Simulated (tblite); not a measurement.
Species: (E)-acetaldoxime, C2H5NO.
Cartesian coordinates in Å at the GFN2-xTB level; atoms count from 1:
```xyz
9
C2H5NO angstrom
C     -1.3256    0.0221   -0.1232
C      0.0252   -0.1916   -0.6994
N      1.0390    0.2660   -0.1080
O      2.2644    0.0154   -0.7247
H     -1.8003   -0.9392    0.0686
H     -1.2536    0.5846    0.8030
H     -1.9475    0.5656   -0.8332
H      0.0976   -0.7491   -1.6349
H      2.9143    0.4322   -0.1423
```

Method: GFN2-xTB as coded in tblite; computed harmonic values from a numerical Hessian at the method's own geometry, unscaled. This tight-binding method is rough: wavenumbers can miss measured ones by several per cent, in bad cases by 10 to 20. One conformer, not necessarily the lowest.

Harmonic wavenumbers (cm⁻¹): 171.8, 281.6, 284.3, 405.4, 530.6, 887.7, 937.2, 1033.5, 1091.6, 1134.3, 1214.7, 1337.3, 1391.3, 1461.2, 1462.3, 1733.5, 2944.9, 3006.9, 3019.6, 3062.7, 3503.9.

A = 47981, B = 4215, C = 3970 MHz; mass 59.037 u (most abundant isotopes); point group Cs, symmetry number 1.

Question: What is the zero-point energy?

Answer: ½Σν̃ = 15448 cm⁻¹ = 44.17 kcal/mol.

Question: Give the ideal-gas entropy at 200 K and 1 bar in the rigid-rotor, harmonic-oscillator model (classical rotation).

Answer: Translation 36.19, rotation 22.32, vibration 4.19: S = 62.7 cal/(mol K).

Question: And Cp and H(200 K) − H(0)?

Answer: Cp = 14.69 cal/(mol K), of which vibrations give 6.74 (their classical limit is 21 R = 41.7); H(200 K) − H(0) = 2.15 kcal/mol without the zero-point energy, 0.56 from vibrations.

Question: What must be added to the electronic energy to get the Gibbs energy at 200 K and 1 bar?

Answer: ZPE + [H(200 K) − H(0)] − T·S = 44.17 + 2.15 − 12.54 = 33.78 kcal/mol.

Question: Which modes carry the vibrational entropy at 200 K?

Answer: 171.8 cm⁻¹: 1.69; 281.6 cm⁻¹: 0.89; 284.3 cm⁻¹: 0.88; 405.4 cm⁻¹: 0.44; 530.6 cm⁻¹: 0.21; 887.7 cm⁻¹: 0.02 cal/(mol K); the other 15 give 0.05 together.

Question: How do the functions run with temperature in this model?

Answer: 
```
 T (K)  S (cal/(mol K))  Cp (cal/(mol K))  H − H(0) (kcal/mol)  G − H(0) (kcal/mol)  ln q(vib)
   150             58.8              12.8                 1.46                -7.35       0.38
   250             66.2              16.5                 2.93               -13.62       1.07
298.15             69.2              18.4                 3.77               -16.88       1.44
   400             75.2              22.3                 5.84               -24.24       2.28
   600             85.5              28.7                10.97               -40.33       3.99
   900             98.5              35.2                20.64               -67.99       6.56
```

q(vib) and H(0) count from the zero-point level.

Hindered rotation and anharmonicity are outside this model. Other conformers, if any are populated, would add a mixing term that is left out.

Run on one thread, Arm Neoverse N1 (shared host). The figure is for the frequency step alone.
